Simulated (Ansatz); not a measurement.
Species: COS (charge -1, doublet). SMILES of the parent species: O=C=S
Coordinates optimised at B3LYP-D3(BJ)/def2-TZVP (Ansatz, a quantum-chemistry and plane-wave program):
```
C
O 1 1.2091
S 1 1.7079 2 136.00
```
Charge -1, spin multiplicity 2.

Question: Give the harmonic wavenumbers at B3LYP-D3(BJ)/def2-TZVP (Ansatz, finite differences of forces, unscaled).

Answer: 492, 727, 1679 cm⁻¹. Zero-point energy 4.1 kcal/mol.

Question: From these and the geometry, give the ideal-gas thermochemistry at 298.15 K and 1 atm (rigid rotor, harmonic oscillator).

Answer: Point group Cs, rotational symmetry number 1. Rotational constants 200.2, 6.045, 5.867 GHz. S(trans) 38.20, S(rot) 21.34, S(vib) 0.96, S(elec, spin only) 1.38, S 61.9 cal/(mol K). H(298) - H(0) 2.58 kcal/mol; G - E(el) -11.7 kcal/mol.
